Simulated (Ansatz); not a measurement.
# B₂ (singlet): r2SCAN, PBE0 over a scan of the distance B1–B2, cc-pVTZ

How well do these functionals follow the top wave-function level for B₂ (singlet) over a scan of the distance B1–B2?

Program: Ansatz 0.2.0, Gaussian basis. Level of theory: cc-pVTZ, all electrons in the functionals. These are calculated values, not measurements.

To be run: r2SCAN, PBE0, at 1.315 Å; 1.507 Å; 1.641 Å; 1.792 Å; 1.981 Å; 2.265 Å; 2.684 Å; 3.031 Å; 3.555 Å; 4.336 Å; 5.481 Å.

2 further runs of the same task are left out: 2 for a known fault of the program.

## Step 1: The geometry

The geometry derives from a PBE0/def2-TZVP stationary point (not a proven minimum). One bond is set to the value named and the two fragments are kept rigid.

2 atoms, charge 0, spin multiplicity 1.

Atoms are counted from 1 here; the program's logs count them from 0.

Bond lengths: B1–B2 1.641 Å.

As a file:

```xyz
2
B2
B     0.0000    0.0000    0.0000
B     0.0000    0.0000    1.6406
```

No dispersion term is added.

The geometry shown and the zero of energy belong to the point 1.641 Å. The yardstick, FCI, and other wave-function levels (R restricted, U unrestricted, valence and pair active spaces) come from earlier runs.

## Step 2: r2SCAN, 1.315 Å

in.yaml

```yaml
crystal:
  periodic: [false, false, false]
  atoms:
    - {symbol: B, position_ang: [0.000000, 0.000000, 0.000000]}
    - {symbol: B, position_ang: [0.000000, 0.000000, 1.315000]}
basis:
  gaussian: {orbitals: cc-pVTZ}
magnetization: {spin_polarized: true, initial_magnetization: 0}
hamiltonian: {xc: {name: r2SCAN}}
output: {forces: true}
```

Started as:

```console
$ ansatz run in.yaml --threads 1 --pin off --events-out ev --progress --plain --max-ram 4096MiB --backend cpu
```

The runs that follow: r2SCAN, 1.507 Å; r2SCAN, 1.641 Å; r2SCAN, 1.792 Å; r2SCAN, 1.981 Å; r2SCAN, 2.265 Å; r2SCAN, 2.684 Å; r2SCAN, 3.031 Å; r2SCAN, 3.555 Å; r2SCAN, 4.336 Å; r2SCAN, 5.481 Å; PBE0, 1.315 Å; PBE0, 1.507 Å; PBE0, 1.641 Å; PBE0, 1.792 Å; PBE0, 1.981 Å; PBE0, 2.265 Å; PBE0, 2.684 Å; PBE0, 3.031 Å; PBE0, 3.555 Å; PBE0, 4.336 Å; PBE0, 5.481 Å.

Before running them: what should the planned runs give, taken together? Wanted: span of the FCI curve; largest miss, r2SCAN; largest miss, PBE0.

As calculated:

```
             quantity                     value
span of the FCI curve             50.8 kcal/mol
 largest miss, r2SCAN  +25.2 kcal/mol (3.555 Å)
   largest miss, PBE0  +17.3 kcal/mol (3.555 Å)
```

In words: Of the functionals, PBE0 keep the smallest largest miss at the points compared (at most 17.3 kcal/mol) and r2SCAN strays most (25.2 kcal/mol, at 3.555 Å). r2SCAN, PBE0 clearly break the spin symmetry at some points (⟨S²⟩ up to 1.87 above the pure value), so energy there is bought with a mixed spin. Functionals and the yardstick converge differently with the basis, so part of each miss in cc-pVTZ is the basis.
